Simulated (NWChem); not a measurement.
System: hydrogen fluoride (HF); SMILES F

NWChem input:

```
start job
memory heap 200 mb stack 900 mb global 1100 mb
geometry units angstroms noautoz
  F      0.000000     0.000000     0.087132
  H      0.000000     0.000000    -0.833067
end
basis spherical
  * library 6-31+g*
end
dft
  xc b3lyp
  iterations 150
  mulliken
end
task dft energy
```

Output (shortened):

```
             Northwest Computational Chemistry Package (NWChem) 7.3.0
             --------------------------------------------------------

 ORDER OF PRIMARY AXIS IS BEING SET TO 4
 C4V symmetry detected

                             Geometry "geometry" -> ""
                             -------------------------

 Output coordinates in angstroms (scale by  1.889725989 to convert to a.u.)

  No.       Tag          Charge          X              Y              Z
 ---- ---------------- ---------- -------------- -------------- --------------
    1 F                    9.0000     0.00000000     0.00000000     0.09201990
    2 H                    1.0000     0.00000000     0.00000000    -0.82817910

 Effective nuclear repulsion energy (a.u.)       5.1756144497

      Symmetry information
      --------------------

 Group name             C4v
 Group number             18
 Group order               8
 No. of unique centers     2

                                 NWChem DFT Module
                                 -----------------

 Summary of "ao basis" -> "ao basis" (spherical)
 ------------------------------------------------------------------------------
       Tag                 Description            Shells   Functions and Types
 ---------------- ------------------------------  ------  ---------------------
 F                          6-31+g*                  8       18   4s3p1d
 H                          6-31+g*                  2        2   2s

      Symmetry analysis of basis
      --------------------------

        a1         10
        a2          0
        b1          1
        b2          1
        e           8

            General Information
            -------------------
          SCF calculation type: DFT
          Wavefunction type:  closed shell.
          No. of atoms     :     2
          No. of electrons :    10
           Alpha electrons :     5
            Beta electrons :     5
          Charge           :     0
          Spin multiplicity:     1
          Use of symmetry is: on ; symmetry adaption is: on
          Maximum number of iterations: 150
          AO basis - number of functions:    20
                     number of shells:    10
          Convergence on energy requested:  1.00D-06
          Convergence on density requested:  1.00D-05
          Convergence on gradient requested:  5.00D-04

              XC Information
              --------------
                         B3LYP Method XC Potential
                     Hartree-Fock (Exact) Exchange  0.200
                        Slater Exchange Functional  0.800 local
                    Becke 1988 Exchange Functional  0.720 non-local
              Lee-Yang-Parr Correlation Functional  0.810
                  VWN I RPA Correlation Functional  0.190 local

             Grid Information
             ----------------
          Grid used for XC integration:  medium
          Radial quadrature: Mura-Knowles
          Angular quadrature: Lebedev.
          Tag              B.-S. Rad. Rad. Pts. Rad. Cut. Ang. Pts.
          ---              ---------- --------- --------- ---------
          F                   0.50       49           6.0       434
          H                   0.35       45           6.0       434
          Grid pruning is: on
          Number of quadrature shells:    94
          Spatial weights used:  Erf1

      Superposition of Atomic Density Guess
      -------------------------------------

 Sum of atomic energies:         -99.87648832

      Non-variational initial energy
      ------------------------------

 Total energy =     -99.860129
 1-e energy   =    -149.474341
 2-e energy   =      44.438597
 HOMO         =      -0.651665
 LUMO         =       0.123819

      Symmetry analysis of molecular orbitals - initial
      -------------------------------------------------

 !! scf_movecs_sym_adapt:    2 vectors were symmetry contaminated

  Symmetry fudging

 !! scf_movecs_sym_adapt:    2 vectors were symmetry contaminated

  Numbering of irreducible representations:

     1 a1          2 a2          3 b1          4 b2          5 e

  Orbital symmetries:

     1 a1          2 a1          3 a1          4 e           5 e
     6 a1          7 a1          8 e           9 e          10 a1
    11 a1         12 e          13 e          14 a1         15 e

     ---------------------------------------------
      Total Density - Mulliken Population Analysis
     ---------------------------------------------

    Atom       Charge   Shell Charges
 -----------   ------   -------------------------------------------------------
    1 F    9     9.68   2.00  0.96  3.46  0.99  2.09  0.02  0.15  0.01
    2 H    1     0.32   0.30  0.03

   convergence    iter        energy       DeltaE   RMS-Dens  Diis-err
 ---------------- ----- ----------------- --------- --------- ---------
 d= 0,ls=0.0,diis     1   -100.4094413421 -1.06D+02  3.12D-02  2.99D-01
 d= 0,ls=0.0,diis     2   -100.4015690006  7.87D-03  1.45D-02  5.07D-01
 d= 0,ls=0.0,diis     3   -100.4409994421 -3.94D-02  1.43D-03  6.59D-03
 d= 0,ls=0.0,diis     4   -100.4415129346 -5.13D-04  1.97D-04  9.35D-05
 d= 0,ls=0.0,diis     5   -100.4415210668 -8.13D-06  7.48D-06  2.49D-08
 d= 0,ls=0.0,diis     6   -100.4415210690 -2.22D-09  4.95D-07  3.46D-10

         Total DFT energy =     -100.441521069008
      One electron energy =     -150.309693715159
           Coulomb energy =       55.505225101227
    Exchange-Corr. energy =      -10.812666904773
 Nuclear repulsion energy =        5.175614449698

 Numeric. integr. density =       10.000000086687

                  Occupations of the irreducible representations
                  ----------------------------------------------

[...]
```

Level: B3LYP/6-31+G* (spherical d). All runs use the structure optimised with PBE0/def2-SVP.
